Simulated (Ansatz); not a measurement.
The first iterations of a band of FH₃Si (5 atoms, charge 0, multiplicity 1).

Method: RKS PBE0-D4/def2-SVPD (Ansatz).

```json
{
 "movable images": "7",
 "climbing image": "from the first iteration",
 "spring": "5.0 eV/Å²",
 "optimiser": "lbfgs",
 "start path": "through a guess of the saddle point",
 "force threshold": "0.03 eV/Å",
 "iteration limit": "60",
 "end points": "relaxed"
}
```

Image 0:

```xyz
5
Properties=species:S:1:pos:R:3
Si 0.246 0.000 0.119
F 0.315 0.000 1.759
H 1.642 0.000 -0.392
H -0.480 1.227 -0.303
H -0.480 -1.227 -0.303
```

Image 8:

```xyz
5
Properties=species:S:1:pos:R:3
Si -0.056 0.000 -0.785
F 1.128 0.000 1.166
H 2.002 0.000 0.855
H -0.916 1.108 -0.178
H -0.916 -1.108 -0.178
```

| iteration | highest image above the first end (eV) | largest band force component (eV/Å) |
| --- | --- | --- |
| 1 | 4.456 | 4.887 |
| 2 | 3.976 | 3.602 |
| 3 | 3.599 | 2.527 |
| 4 | 3.619 | 2.384 |
| 5 | 3.615 | 1.475 |
| 6 | 3.585 | 1.200 |
| 7 | 3.579 | 0.880 |
| 8 | 3.587 | 0.742 |
| 9 | 3.582 | 0.572 |
| 10 | 3.583 | 0.519 |
| 11 | 3.583 | 0.237 |
| 12 | 3.583 | 0.164 |

**Question.** Does the band converge within its limit, and where does its top end?

**Answer.** The run converged. It ended after 38 iterations with the highest image 3.582 eV above the first end. Neighbouring images differ by up to 1.3 eV, so the band resolves the path poorly. Another band between the same ends (7 images) ends at a top of the same energy, where a vibrational analysis finds 1 clearly imaginary mode. The orbitals stay closed-shell, which can raise the energy where a bond breaks towards radicals; this wasn't checked here.

The run took 4.9 min on 1 thread of Arm Neoverse V1, with other jobs on the host, peak memory 0.12 GiB.
